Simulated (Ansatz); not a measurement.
A nudged elastic band was laid between two geometries of H7NSi2 (10 atoms, charge 0, multiplicity 1).

These are results of Ansatz 0.2.0, RHF/def2-SVP, not measurements.

* movable images: 5
* climbing image: yes
* spring: 5.0 eV/Å²
* optimiser: quadratic models (default)
* start path: through a guess of the saddle point
* force threshold: 0.05 eV/Å
* iteration limit: 60
* end points: relaxed

Image 0:

```xyz
10
Properties=species:S:1:pos:R:3
Si 0.286 0.027 -0.104
Si 1.008 0.062 2.151
H -0.132 -0.151 3.077
H 2.018 -1.001 2.385
H 1.628 1.375 2.469
H 1.497 0.019 -0.973
N -0.794 1.355 -0.365
H -1.361 1.396 -1.189
H -0.562 2.275 -0.046
H -0.449 -1.228 -0.396
```

Image 6:

```xyz
10
Properties=species:S:1:pos:R:3
Si -0.419 0.504 -1.951
Si 1.527 -0.014 2.241
H 0.120 -0.382 2.521
H 2.379 -0.452 3.371
H 1.634 1.457 2.092
H 1.979 -0.676 0.997
N -0.827 1.278 -0.482
H -1.491 0.952 0.194
H -0.432 2.161 -0.222
H -1.330 -0.697 -1.753
```

Question: Which bonds break or form, and what moves?

Answer: Bonds broken: Si1–Si2, Si1–H6. Bonds formed: Si2–H6. H7NSi2 becomes H3NSi + H4Si.

Question: Give the energies along the band, and the barrier.

Answer: It converged. The highest image is number 3 of 0 to 6, 2.90 eV above the first end and 1.61 eV above the last; the last end lies 1.29 eV above the first. Neighbouring images differ by up to 2.9 eV, so the band resolves the path poorly. A vibrational analysis at the climbing image gives one clearly imaginary mode, 1114i cm⁻¹: a first-order saddle point. The orbitals stay closed-shell, which can raise the energy where a bond breaks towards radicals; this wasn't checked here.

```json
{"image": "0", "path coordinate (Å)": "0.00", "energy (eV)": "0.00", "Si1–Si2 (Å)": "2.37", "Si1–H6 (Å)": "1.49", "Si2–H6 (Å)": "3.16"}
{"image": "1", "path coordinate (Å)": "1.23", "energy (eV)": "0.04", "Si1–Si2 (Å)": "2.38", "Si1–H6 (Å)": "1.48", "Si2–H6 (Å)": "3.17"}
{"image": "2", "path coordinate (Å)": "2.47", "energy (eV)": "0.04", "Si1–Si2 (Å)": "2.34", "Si1–H6 (Å)": "1.48", "Si2–H6 (Å)": "3.06"}
{"image": "3", "path coordinate (Å)": "3.70", "energy (eV)": "2.90", "Si1–Si2 (Å)": "2.57", "Si1–H6 (Å)": "1.51", "Si2–H6 (Å)": "1.97"}
{"image": "4", "path coordinate (Å)": "5.24", "energy (eV)": "1.40", "Si1–Si2 (Å)": "3.74", "Si1–H6 (Å)": "2.70", "Si2–H6 (Å)": "1.48"}
{"image": "5", "path coordinate (Å)": "6.77", "energy (eV)": "1.30", "Si1–Si2 (Å)": "4.36", "Si1–H6 (Å)": "3.43", "Si2–H6 (Å)": "1.48"}
{"image": "6", "path coordinate (Å)": "8.31", "energy (eV)": "1.29", "Si1–Si2 (Å)": "4.65", "Si1–H6 (Å)": "3.98", "Si2–H6 (Å)": "1.48"}
```

Question: What is the geometry of the highest image?

Answer: 
```xyz
10
Properties=species:S:1:pos:R:3
Si 0.451 0.138 -0.623
Si 0.946 -0.015 1.890
H -0.396 -0.033 2.527
H 1.679 -1.266 2.185
H 1.689 1.146 2.434
H 1.743 0.360 0.129
N -0.695 1.420 -0.442
H -1.347 1.532 0.308
H -0.884 2.041 -1.202
H -0.047 -1.193 -0.197
```

The run took 100 s on 1 thread of AMD EPYC 9R45 96-Core Processor (Zen 5), on a shared host, peak memory 0.17 GiB.
